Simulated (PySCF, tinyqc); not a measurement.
Inside a calculation. Method: RKS/PBE in the sto-3g basis, for BH, spin multiplicity 1. The lowest restricted solution is unstable here: a spin-polarised one lies 0.0052 hartree lower (PySCF). One step of it, computed by the program tinyqc.

Question. Iteration 1: building the Kohn-Sham matrix. J_ij = sum D_kl (ij|kl); F = H + J + V_xc; E = tr D H + tr D J / 2 + E_xc + E_nn.

D at the start, lower triangle:
```
            1B 1s     1B 2s     1B 2px    1B 2py    1B 2pz     2H 1s
1B 1s    1.993846
1B 2s   -0.010888  0.295736
1B 2px   0.000000  0.000000   1.485879
1B 2py   0.000000  0.000000  -0.874026  0.514121
1B 2pz  -0.135237  0.339167   0.000000  0.000000  0.396535
2H 1s   -0.202110  0.377231   0.000000  0.000000  0.444220  0.498955
```

core Hamiltonian H = T + V (hartree), lower triangle:
```
             1B 1s      1B 2s     1B 2px     1B 2py     1B 2pz      2H 1s
1B 1s   -12.802156
1B 2s    -3.316895  -3.869566
1B 2px    0.000000   0.000000  -3.028763
1B 2py    0.000000   0.000000   0.000000  -3.028763
1B 2pz   -0.021747  -0.178905   0.000000   0.000000  -3.166827
2H 1s    -1.019781  -1.945724   0.000000   0.000000  -1.694307  -2.822068
```

Two-electron integrals (ij|kl) in chemists' order, unique and non-zero (hartree):
```
(11|11) 2.923513   (21|11) 0.518376   (21|21) 0.109262   (22|11) 0.744229
(22|21) 0.193177   (22|22) 0.544804   (31|31) 0.020264   (32|31) 0.029996
(32|32) 0.120346   (33|11) 0.742491   (33|21) 0.193240   (33|22) 0.544682
(33|33) 0.586773   (41|41) 0.020264   (42|41) 0.029996   (42|42) 0.120346
(43|43) 0.031630   (44|11) 0.742491   (44|21) 0.193240   (44|22) 0.544682
(44|33) 0.523513   (44|44) 0.586773   (51|51) 0.020264   (52|51) 0.029996
(52|52) 0.120346   (53|53) 0.031630   (54|54) 0.031630   (55|11) 0.742491
(55|21) 0.193240   (55|22) 0.544682   (55|33) 0.523513   (55|44) 0.523513
(55|55) 0.586773   (61|11) 0.157638   (61|21) 0.033059   (61|22) 0.058460
(61|33) 0.058173   (61|44) 0.058173   (61|51) 0.002451   (61|52) 0.004435
(61|55) 0.059069   (61|61) 0.010331   (62|11) 0.325656   (62|21) 0.085535
(62|22) 0.259182   (62|33) 0.252341   (62|44) 0.252341   (62|51) 0.009424
(62|52) 0.053492   (62|55) 0.272636   (62|61) 0.027510   (62|62) 0.159834
(63|31) 0.009272   (63|32) 0.041357   (63|53) 0.010458   (63|63) 0.019448
(64|41) 0.009272   (64|42) 0.041357   (64|54) 0.010458   (64|64) 0.019448
(65|11) 0.285362   (65|21) 0.076045   (65|22) 0.243209   (65|33) 0.230218
(65|44) 0.230218   (65|51) 0.016634   (65|52) 0.087901   (65|55) 0.268942
(65|61) 0.025872   (65|62) 0.176433   (65|65) 0.210225   (66|11) 0.470049
(66|21) 0.125820   (66|22) 0.426180   (66|33) 0.400695   (66|44) 0.400695
(66|51) 0.018541   (66|52) 0.133517   (66|55) 0.476748   (66|61) 0.041540
(66|62) 0.320793   (66|65) 0.387694   (66|66) 0.774606
```

nuclear repulsion = 2.40535096 hartree

V_xc (hartree), lower triangle:
```
            1B 1s      1B 2s     1B 2px     1B 2py     1B 2pz      2H 1s
1B 1s   -1.878389
1B 2s   -0.286674  -0.432406
1B 2px   0.000000   0.000000  -0.456753
1B 2py   0.000000   0.000000   0.050687  -0.399946
1B 2pz  -0.005880  -0.073642   0.000000   0.000000  -0.431101
2H 1s   -0.089111  -0.245359   0.000000   0.000000  -0.258961  -0.476965
```

E_xc = sum of w rho eps_xc = -4.42700813 hartree

Give: Coulomb J; Kohn-Sham matrix F; total energy of this density.

Answer.

Coulomb J (hartree), lower triangle:
```
         1B 1s   1B 2s   1B 2px  1B 2py  1B 2pz   2H 1s
1B 1s   8.4873
1B 2s   1.7329  3.5468
1B 2px  0.0000  0.0000   3.5572
1B 2py  0.0000  0.0000  -0.0553  3.4958
1B 2pz  0.0450  0.2568   0.0000  0.0000  3.5756
2H 1s   0.5333  1.7969   0.0000  0.0000  1.7643  3.0927
```

Kohn-Sham matrix F (hartree), lower triangle:
```
          1B 1s    1B 2s   1B 2px  1B 2py   1B 2pz    2H 1s
1B 1s   -6.1933
1B 2s   -1.8706  -0.7552
1B 2px   0.0000   0.0000   0.0717
1B 2py   0.0000   0.0000  -0.0046  0.0670
1B 2pz   0.0174   0.0043   0.0000  0.0000  -0.0223
2H 1s   -0.5756  -0.3942   0.0000  0.0000  -0.1890  -0.2064
```

total energy of this density = -24.545409 hartree
